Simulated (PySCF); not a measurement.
Ionising SiP

BLYP; basis Si def2-TZVPPD, P def2-TZVPPD; no relativity; PySCF 2.14. Neutral (UKS): doublet (π ↑), Re = 2.103 Å, ωe = 587 cm⁻¹, De = 3.94 eV, HOMO -5.68 eV, LUMO -5.48 eV.

SiP⁺ (UKS): triplet (π ↑↑), Re = 2.263 Å, ωe = 461 cm⁻¹, De = 3.23 eV to Si⁺ + P. The energies at the minima are -630.78644 hartree for SiP and -630.46860 for SiP⁺.

(1) Work out the adiabatic ionisation energy, without and with harmonic zero-point energies (1 hartree = 27.2114 eV, 1 eV = 8065.5 cm⁻¹), and the change of the bond length.

For an ion De counts to the pair picked by the measured ionisation energies or electron affinities, which need not be the lowest pair at this level. States were picked by a PBE0 search and need not be the measured ground states.

Results:

(1) At BLYP: 0.31784 hartree = 8.649 eV between the minima; the zero-point term (461.0 − 587.0)/2 cm⁻¹ = -0.008 eV makes it 8.641 eV. Re changes by +16.0 pm against the neutral. The electron leaves a π orbital, and the longer bond of the ion fits a bonding orbital, or a change in how ionic the bond is.
